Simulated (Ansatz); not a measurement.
## How the TO phonon frequency at L of rock-salt KF moves with the method

No measured value is used here.

```csv
level (code),value (cm⁻¹),cell (Å³/atom)
LDA (Ansatz),?,17.20
PBE (Ansatz),154,19.91
r²SCAN (Ansatz),176,18.81
```

Task: Fill in the missing entries.

Result: 
- LDA (Ansatz, an electronic-structure program), value (cm⁻¹): 193

Each level is taken at its own relaxed cell. Cutoffs differ between the levels. Ansatz's density-functional and Hartree–Fock values are scalar-relativistic unless marked +SOC, with PAW data made under PBE.
